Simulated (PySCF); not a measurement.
# Exact simulation of a proton spin system

Molecule: `InChI=1S/C4H8/c1-4(2)3/h1H2,2-3H3`.

Geometry:
```json
{"atom": "C1", "x (Å)": "1.353", "y (Å)": "-0.345", "z (Å)": "0.707"}
{"atom": "C2", "x (Å)": "0.196", "y (Å)": "-0.053", "z (Å)": "0.102"}
{"atom": "C3", "x (Å)": "-1.067", "y (Å)": "-0.811", "z (Å)": "0.388"}
{"atom": "C4", "x (Å)": "0.078", "y (Å)": "1.051", "z (Å)": "-0.907"}
{"atom": "H5", "x (Å)": "2.267", "y (Å)": "0.216", "z (Å)": "0.490"}
{"atom": "H6", "x (Å)": "1.426", "y (Å)": "-1.154", "z (Å)": "1.439"}
{"atom": "H7", "x (Å)": "-1.853", "y (Å)": "-0.135", "z (Å)": "0.765"}
{"atom": "H8", "x (Å)": "-0.911", "y (Å)": "-1.606", "z (Å)": "1.130"}
{"atom": "H9", "x (Å)": "-1.467", "y (Å)": "-1.270", "z (Å)": "-0.532"}
{"atom": "H10", "x (Å)": "1.032", "y (Å)": "1.572", "z (Å)": "-1.061"}
{"atom": "H11", "x (Å)": "-0.264", "y (Å)": "0.658", "z (Å)": "-1.880"}
{"atom": "H12", "x (Å)": "-0.675", "y (Å)": "1.793", "z (Å)": "-0.590"}
```

PySCF 2.14.0 with density-fitted response routines calculation with spin–spin couplings from B3LYP/pcJ-1 (without the spin–dipole term), σ from GIAO-HF/pcSseg-2 and PBE0-D3(BJ)/def2-SVP geometry; non-relativistic Hamiltonian, one computed conformer, in vacuum, fast rotation and ring inversion assumed for equivalent nuclei.

Scale: 1H against TMS (reference shieldings calculated alike).

Shifts (ppm): H5/H6 4.92, H7/H8/H9/H10/H11/H12 1.77.
Couplings (Hz): H5–H6: 2.6; H5–H7, H5–H8, H5–H9, H6–H10, H6–H11, H6–H12: -1.4; H5–H10, H5–H11, H5–H12, H6–H7, H6–H8, H6–H9: -2.0; H7–H8, H7–H9, H8–H9, H10–H11, H10–H12, H11–H12: -15.6; H7–H10, H7–H11, H7–H12, H8–H10, H8–H11, H8–H12 …: -0.7.

The 8-spin Hamiltonian (Zeeman plus full scalar coupling among like nuclei) was diagonalised exactly; lines are Lorentzian, 0.5 Hz wide, and the maxima above 3 % are listed with the tallest set to 100.

(1) Give the 1H peak list of this spin system at 60 MHz.

(2) And at 600 MHz?

(3) Among coupled protons with different shifts, which pair is furthest from first order, and how does the field change that?

Results:

(1) 
δ in ppm (height): 4.977 (6), 4.948 (15), 4.920 (20), 4.892 (15), 4.863 (7), 1.798 (55), 1.770 (100), 1.742 (54)

(2) 
δ in ppm (height): 4.926 (7), 4.923 (15), 4.920 (20), 4.917 (15), 4.914 (7), 1.773 (55), 1.770 (100), 1.767 (55)

(3) H5 and H10: Δν/J is about 94.5 at 60 MHz (close to first order) and 945.0 at 600 MHz (close to first order). J in Hz doesn't depend on the field, while Δν in Hz grows in proportion to it.
